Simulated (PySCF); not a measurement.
PySCF input (HF/def2-TZVPD):

```python
from pyscf import gto, scf, dft

mol = gto.M(
    atom='''
    Si    0.31425610    0.31069420    0.31162611
    Cl   -0.87062198   -0.88173458    1.49949506
    Cl    1.49211569   -0.87627774   -0.88862368
    Cl   -0.88029285    1.50214651   -0.86750464
    ''',
    basis='def2-tzvpd',
    charge=0,
    spin=1,
    verbose=4,
)

mf = scf.UHF(mol).density_fit(auxbasis='def2-universal-jkfit')
mf.conv_tol = 1e-9
mf.max_cycle = 100
mf.max_memory = 1500
mf.kernel()
if not mf.converged:
    mf = mf.newton()
    mf.kernel(mf.make_rdm1())
for _ in range(2):
    mo, _, stable, _ = mf.stability(return_status=True)
    if stable:
        break
    mf.kernel(mf.make_rdm1(mo, mf.mo_occ))
mf.analyze()
```

Output:

```
PySCF version 2.14.0

[INPUT] verbose = 4
[INPUT] num. atoms = 4
[INPUT] num. electrons = 65
[INPUT] charge = 0
[INPUT] spin (= nelec alpha-beta = 2S) = 1
[INPUT] symmetry False subgroup None
[INPUT] Mole.unit = angstrom
[INPUT] Symbol           X                Y                Z      unit          X                Y                Z       unit  Magmom
[INPUT]  1 Si     0.314256100000   0.310694200000   0.311626110000 AA    0.593857961974   0.587126946491   0.588888001164 Bohr   0.0
[INPUT]  2 Cl    -0.870621980000  -0.881734580000   1.499495060000 AA   -1.645237100227  -1.666236870758   2.833634988538 Bohr   0.0
[INPUT]  3 Cl     1.492115690000  -0.876277740000  -0.888623680000 AA    2.819690000266  -1.655924937653  -1.679255383003 Bohr   0.0
[INPUT]  4 Cl    -0.880292850000   1.502146510000  -0.867504640000 AA   -1.663512395913   2.838645502871  -1.639346181389 Bohr   0.0

nuclear repulsion = 320.130174993586
number of shells = 63
number of NR pGTOs = 285
number of NR cGTOs = 181
basis = def2-tzvpd
ecp = {}

******** <class 'pyscf.df.df_jk.DFUHF'> ********
method = DFUHF
initial guess = minao
damping factor = 0
level_shift factor = 0
DIIS = <class 'pyscf.scf.diis.CDIIS'>
diis_start_cycle = 1
diis_space = 8
diis_damp = 0
SCF conv_tol = 1e-09
SCF conv_tol_grad = None
SCF max_cycles = 100
direct_scf = False
number electrons alpha = 33  beta = 32
Set gradient conv threshold to 3.16228e-05
******** <class 'pyscf.df.df.DF'> ********
auxbasis = def2-universal-jkfit
init E= -1667.95336101132
  alpha nocc = 33  HOMO = -0.15110191109509  LUMO = 0.0457190387721884
  beta  nocc = 32  HOMO = -0.428940779833063  LUMO = -0.151101911095093

WARN: HOMO -0.15110191109509 >= LUMO -0.151101911095093

cycle= 1 E= -1667.51634795965  delta_E= 0.437  |g|= 0.331  |ddm|= 1.31
  alpha nocc = 33  HOMO = -0.400585850020359  LUMO = 0.0492755931643489
  beta  nocc = 32  HOMO = -0.472512392308492  LUMO = -0.0824687403819127
  HOMO = -0.40058585002  LUMO = -0.0824687403819  gap/eV = 8.65641
cycle= 2 E= -1667.57604466528  delta_E= -0.0597  |g|= 0.21  |ddm|= 0.554
  alpha nocc = 33  HOMO = -0.361460308892244  LUMO = 0.0559229093137102
  beta  nocc = 32  HOMO = -0.468220975513197  LUMO = -0.0153360224098122
  HOMO = -0.361460308892  LUMO = -0.0153360224098  gap/eV = 9.41852
cycle= 3 E= -1667.60039963671  delta_E= -0.0244  |g|= 0.0382  |ddm|= 0.203
  alpha nocc = 33  HOMO = -0.371989891983144  LUMO = 0.0580822306158643
  beta  nocc = 32  HOMO = -0.467932974151704  LUMO = 0.001085709704153
  HOMO = -0.371989891983  LUMO = 0.00108570970415  gap/eV = 10.15190
cycle= 4 E= -1667.60308311565  delta_E= -0.00268  |g|= 0.0133  |ddm|= 0.133
  alpha nocc = 33  HOMO = -0.377661883006706  LUMO = 0.0585970502448261
  beta  nocc = 32  HOMO = -0.468176494665413  LUMO = 0.00336822875425469
[...]
  beta  nocc = 32  HOMO = -0.468402586406228  LUMO = 0.00371285975535329
  HOMO = -0.377692938338  LUMO = 0.00371285975535  gap/eV = 10.37858
Extra cycle  E= -1667.6035107985  delta_E= -1.5e-11  |g|= 1.46e-06  |ddm|= 3.05e-06
converged SCF energy = -1667.6035107985  <S^2> = 0.75586215  2S+1 = 2.0058536
uhf_internal: lowest eigs of H = [0.40188891 0.40194063 0.42979901]
<class 'pyscf.df.df_jk.DFUHF'> wavefunction is stable in the internal stability analysis
**** SCF Summaries ****
Total Energy =                       -1667.603510798500110
Nuclear Repulsion Energy =             320.130174993586195
One-electron Energy =                -2944.692344975341257
Two-electron Energy =                  956.958659183254781
Two-electron Coulomb Energy =         1060.142663158544565
DFT Exchange-Correlation Energy =     -103.184003975289784
HOMO-LUMO gap [eV] =                    10.378580402184051
**** MO energy ****
                             alpha | beta                alpha | beta
MO #1   energy= -104.85587455419   | -104.85443689293   occ= 1 | 1
MO #2   energy= -104.855874553299  | -104.854436891887  occ= 1 | 1
MO #3   energy= -104.8558745521    | -104.854436812577  occ= 1 | 1
MO #4   energy= -68.9150293631651  | -68.9078629339752  occ= 1 | 1
MO #5   energy= -10.5850520235594  | -10.5836261772793  occ= 1 | 1
MO #6   energy= -10.5850520223937  | -10.5836261761081  occ= 1 | 1
MO #7   energy= -10.5850448875137  | -10.5836156196261  occ= 1 | 1
MO #8   energy= -8.05339136968157  | -8.04990879598135  occ= 1 | 1
MO #9   energy= -8.05339136852625  | -8.04990879480351  occ= 1 | 1
MO #10  energy= -8.05338866215784  | -8.04990706561046  occ= 1 | 1
MO #11  energy= -8.05042482419148  | -8.04944952381831  occ= 1 | 1
MO #12  energy= -8.05042426011237  | -8.04944952265478  occ= 1 | 1
MO #13  energy= -8.05042425894754  | -8.04944915590496  occ= 1 | 1
MO #14  energy= -8.05019412861363  | -8.04776370441184  occ= 1 | 1
MO #15  energy= -8.05019412745649  | -8.0477637032391   occ= 1 | 1
MO #16  energy= -8.0501931110191   | -8.04776177026176  occ= 1 | 1
MO #17  energy= -6.25403809783667  | -6.2426271379233   occ= 1 | 1
MO #18  energy= -4.36379290696289  | -4.35195282377682  occ= 1 | 1
MO #19  energy= -4.35649140994989  | -4.35195282372752  occ= 1 | 1
MO #20  energy= -4.35649140989138  | -4.34347640370942  occ= 1 | 1
MO #21  energy= -1.15347834571503  | -1.14195088742377  occ= 1 | 1
MO #22  energy= -1.1145387313988   | -1.10414272791238  occ= 1 | 1
MO #23  energy= -1.11453872950265  | -1.10414272595153  occ= 1 | 1
MO #24  energy= -0.719860377608754 | -0.68348463629723  occ= 1 | 1
MO #25  energy= -0.583359363484067 | -0.569802166233579 occ= 1 | 1
MO #26  energy= -0.583359362314563 | -0.569802165295237 occ= 1 | 1
MO #27  energy= -0.550949784226159 | -0.523609329262945 occ= 1 | 1
MO #28  energy= -0.511236684635358 | -0.501678971236524 occ= 1 | 1
MO #29  energy= -0.511236684344543 | -0.501678971159741 occ= 1 | 1
MO #30  energy= -0.485023287168118 | -0.480866597117618 occ= 1 | 1
MO #31  energy= -0.485023286332391 | -0.480866596166369 occ= 1 | 1
MO #32  energy= -0.470231785983801 | -0.468402586406228 occ= 1 | 1
MO #33  energy= -0.377692938337987 | 0.00371285975535329 occ= 1 | 0
MO #34  energy= 0.0494687357493136 | 0.0586345881019971 occ= 0 | 0
MO #35  energy= 0.0629101895798648 | 0.0644710078882674 occ= 0 | 0
MO #36  energy= 0.0629101897622493 | 0.0644710080979359 occ= 0 | 0
MO #37  energy= 0.0724890623222765 | 0.0780008798056487 occ= 0 | 0
MO #38  energy= 0.0941909791532723 | 0.094408708977088  occ= 0 | 0
MO #39  energy= 0.094190979428868  | 0.0944087092422844 occ= 0 | 0
MO #40  energy= 0.10179190176668   | 0.104570081363674  occ= 0 | 0
MO #41  energy= 0.101791901801804  | 0.104570081631531  occ= 0 | 0
MO #42  energy= 0.103030530457114  | 0.107820661226965  occ= 0 | 0
MO #43  energy= 0.119108660854615  | 0.137135298399203  occ= 0 | 0
MO #44  energy= 0.119108661244701  | 0.140479819394975  occ= 0 | 0
MO #45  energy= 0.13703244855979   | 0.140479819879708  occ= 0 | 0
MO #46  energy= 0.150334573324519  | 0.15236829756802   occ= 0 | 0
MO #47  energy= 0.184929778348298  | 0.189108325329741  occ= 0 | 0
MO #48  energy= 0.22494121641557   | 0.2291209352779    occ= 0 | 0
MO #49  energy= 0.224941216900379  | 0.229120935503833  occ= 0 | 0
MO #50  energy= 0.234270159769412  | 0.23611146364442   occ= 0 | 0
MO #51  energy= 0.23427016002368   | 0.236111464049182  occ= 0 | 0
MO #52  energy= 0.250345842716647  | 0.257727635585156  occ= 0 | 0
MO #53  energy= 0.250345842855115  | 0.261820889292925  occ= 0 | 0
MO #54  energy= 0.252381714533309  | 0.261820889543018  occ= 0 | 0
MO #55  energy= 0.277916061113372  | 0.287844721819544  occ= 0 | 0
MO #56  energy= 0.286610619559072  | 0.288173364663985  occ= 0 | 0
MO #57  energy= 0.286610620229279  | 0.288173365328101  occ= 0 | 0
MO #58  energy= 0.301963786441655  | 0.312026694320812  occ= 0 | 0
MO #59  energy= 0.30196378665792   | 0.312026694336848  occ= 0 | 0
MO #60  energy= 0.304864562378565  | 0.319583952958846  occ= 0 | 0
MO #61  energy= 0.318945395561642  | 0.328241714205483  occ= 0 | 0
MO #62  energy= 0.344071780156777  | 0.345290945182148  occ= 0 | 0
MO #63  energy= 0.34414759067852   | 0.347043343546454  occ= 0 | 0
MO #64  energy= 0.344147591021967  | 0.347043343881735  occ= 0 | 0
MO #65  energy= 0.362418195068626  | 0.363031231323192  occ= 0 | 0
MO #66  energy= 0.362418195260453  | 0.363031231521712  occ= 0 | 0
MO #67  energy= 0.385062999101545  | 0.388966511299407  occ= 0 | 0
MO #68  energy= 0.385062999425193  | 0.388966511555541  occ= 0 | 0
MO #69  energy= 0.402436231574594  | 0.403139619282305  occ= 0 | 0
MO #70  energy= 0.447313728236143  | 0.465458695394783  occ= 0 | 0
MO #71  energy= 0.503461321299462  | 0.535229975661929  occ= 0 | 0
MO #72  energy= 0.524863937817061  | 0.535229975781871  occ= 0 | 0
MO #73  energy= 0.524863937956042  | 0.544914669500427  occ= 0 | 0
MO #74  energy= 0.547281649492943  | 0.555076168880844  occ= 0 | 0
MO #75  energy= 0.547281649636066  | 0.55507616895839   occ= 0 | 0
MO #76  energy= 0.580024316004722  | 0.590415656434113  occ= 0 | 0
MO #77  energy= 0.582158271003539  | 0.59091360725326   occ= 0 | 0
MO #78  energy= 0.582158271348584  | 0.590913607551068  occ= 0 | 0
MO #79  energy= 0.717007029253357  | 0.721520203521379  occ= 0 | 0
MO #80  energy= 0.71700702998249   | 0.721520204282289  occ= 0 | 0
MO #81  energy= 0.740521630845879  | 0.750029755164536  occ= 0 | 0
MO #82  energy= 0.748293909416921  | 0.75151043579023   occ= 0 | 0
MO #83  energy= 0.762612627164301  | 0.765144707851608  occ= 0 | 0
MO #84  energy= 0.762612627382576  | 0.765144707955118  occ= 0 | 0
MO #85  energy= 0.768369264313863  | 0.771308705158086  occ= 0 | 0
MO #86  energy= 0.768369265153399  | 0.771308705886658  occ= 0 | 0
MO #87  energy= 0.784969063853517  | 0.787856441968441  occ= 0 | 0
MO #88  energy= 0.791326303686238  | 0.792073908517113  occ= 0 | 0
MO #89  energy= 0.795590470664928  | 0.801037544757426  occ= 0 | 0
MO #90  energy= 0.795590471217366  | 0.801037545587389  occ= 0 | 0
MO #91  energy= 0.796962112043451  | 0.808489867797544  occ= 0 | 0
MO #92  energy= 0.811380727512809  | 0.81567400357919   occ= 0 | 0
MO #93  energy= 0.811380727802452  | 0.822293787238519  occ= 0 | 0
MO #94  energy= 0.815253969929873  | 0.822293787253374  occ= 0 | 0
MO #95  energy= 0.887278495749626  | 0.892032150323344  occ= 0 | 0
MO #96  energy= 0.894597400391518  | 0.904565217567271  occ= 0 | 0
MO #97  energy= 0.894597400849422  | 0.904565218031127  occ= 0 | 0
MO #98  energy= 0.940244828005223  | 0.94826941679977   occ= 0 | 0
MO #99  energy= 0.958741545343658  | 0.964277114583618  occ= 0 | 0
MO #100 energy= 0.958741546413404  | 0.964277115637184  occ= 0 | 0
MO #101 energy= 0.978243226188922  | 0.992028686048439  occ= 0 | 0
MO #102 energy= 0.978243226304458  | 0.992028686150887  occ= 0 | 0
MO #103 energy= 1.25731448806572   | 1.26447422716919   occ= 0 | 0
MO #104 energy= 1.25929721176961   | 1.26447422833031   occ= 0 | 0
[...]
```

It need not be the lowest isomer of its formula.
